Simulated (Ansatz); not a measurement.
Geometry optimisation, Ansatz 0.2.0, UHF/def2-SVP.

Input:

```yaml
crystal:
  periodic: [false, false, false]
  atoms:
    - { symbol: S, position_ang: [-1.4419, 0.1365, -0.2467] }
    - { symbol: Si, position_ang: [0.6483, 0.146, -0.3413] }
    - { symbol: Cl, position_ang: [1.3305, 1.804, 0.6231] }
    - { symbol: H, position_ang: [-1.6014, -1.1161, -0.4823] }
    - { symbol: H, position_ang: [1.1144, -1.0439, 0.4058] }
magnetization:
  spin_polarized: true
  initial_magnetization: 1
basis:
  gaussian: { orbitals: def2-SVP }
hamiltonian:
  xc: hf
relax:
  f_tol: 0.015
  max_steps: 40
```

Run as:

```bash
$ ansatz run input.yaml --threads 1 --pin off --max-ram 2048MiB --backend cpu --events-out ev --progress --plain --runs-dir out
```

Problem. Where does it end, and by what steps?

Solution. The forces met the threshold. After 8 steps the energy has fallen by 0.113 eV; H4 moved furthest, 0.22 Å.

```json
{"step": "0", "energy less start (eV)": "0.0000", "largest force component (eV/Å)": "1.901", "accepted": "yes"}
{"step": "1", "energy less start (eV)": "-0.0841", "largest force component (eV/Å)": "0.566", "accepted": "yes"}
{"step": "2", "energy less start (eV)": "-0.1036", "largest force component (eV/Å)": "0.127", "accepted": "yes"}
{"step": "3", "energy less start (eV)": "-0.1080", "largest force component (eV/Å)": "0.056", "accepted": "yes"}
{"step": "4", "energy less start (eV)": "-0.1090", "largest force component (eV/Å)": "0.041", "accepted": "yes"}
{"step": "5", "energy less start (eV)": "-0.1091", "largest force component (eV/Å)": "0.370", "accepted": "yes"}
{"step": "6", "energy less start (eV)": "-0.1128", "largest force component (eV/Å)": "0.066", "accepted": "yes"}
{"step": "7", "energy less start (eV)": "-0.1115", "largest force component (eV/Å)": "0.186", "accepted": "no"}
{"step": "8", "energy less start (eV)": "-0.1131", "largest force component (eV/Å)": "0.012", "accepted": "yes"}
```

```xyz
5
Properties=species:S:1:pos:R:3
S -1.496 0.118 -0.100
Si 0.645 0.078 -0.276
Cl 1.342 1.849 0.541
H -1.683 -1.071 -0.685
H 1.241 -1.048 0.478
```

Whether the end is a true minimum wasn't checked by a vibrational analysis.

Run time: 12 s on 1 thread of Intel(R) Xeon(R) Platinum 8488C (Sapphire Rapids) (shared host), peak memory 0.15 GiB.
